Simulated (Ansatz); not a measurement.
## Pulling the pair apart

The pair of HF (SMILES F, atoms 1–2) and HCl (SMILES Cl, atoms 3–4), both closed shells, in one local arrangement (a lower one may exist), relaxed at PBE0-D4/def2-TZVP:

| atom | x (Å) | y (Å) | z (Å) |
| --- | --- | --- | --- |
| F1 | 0.4832 | 0.0914 | -1.1432 |
| H2 | -0.2612 | 0.1216 | -1.6870 |
| Cl3 | -0.3650 | -0.1536 | 2.0037 |
| H4 | 0.1429 | -0.0594 | 0.8265 |

HCl is shifted rigidly along the line between the mean atom positions of the two fragments (negative: closer). Counterpoise interaction energies in kcal/mol. Computed with Ansatz 0.2.0 (basis: def2-TZVPPD); correlated methods freeze the cores.

```json
{"shift (Å)": "-0.33", "MP2": "-0.51", "PBE-D4": "-1.60", "HF": "1.36"}
{"shift (Å)": "-0.16", "MP2": "-1.96", "PBE-D4": "-2.73", "HF": "-0.65"}
{"shift (Å)": "0.00", "MP2": "-2.46", "PBE-D4": "-3.02", "HF": "-1.55"}
{"shift (Å)": "0.16", "MP2": "-2.50", "PBE-D4": "-2.91", "HF": "-1.87"}
{"shift (Å)": "0.39", "MP2": "-2.23", "PBE-D4": "-2.51", "HF": "-1.86"}
{"shift (Å)": "0.82", "MP2": "-1.57", "PBE-D4": "-1.71", "HF": "-1.43"}
{"shift (Å)": "1.63", "MP2": "-0.76", "PBE-D4": "-0.78", "HF": "-0.76"}
{"shift (Å)": "3.27", "MP2": "-0.25", "PBE-D4": "-0.24", "HF": "-0.27"}
```

(1) What does CCSD(T) give at these shifts? (To be estimated.)

No T1 diagnostic of these runs exceeds 0.009.

## Answers

(1) The calculation gives: -0.12, -1.71, -2.31, -2.40, -2.17, -1.53, -0.74, -0.24 kcal/mol. For zero shift, CCSD(T) at an estimated basis limit (MP2 extrapolated from triple and quadruple zeta, plus CCSD(T) − MP2 in triple zeta) gives -2.65 kcal/mol. These are counterpoise interaction energies, counted from the two frozen fragments.

For scale, one of the runs: CCSD(T)/def2-TZVPPD, 125 basis functions, launched by `ansatz run in.yaml --threads 2 --pin off --events-out ev --progress --plain --max-ram 5222MiB`. The run took about 6.5 s on 2 CPU threads (shared host).
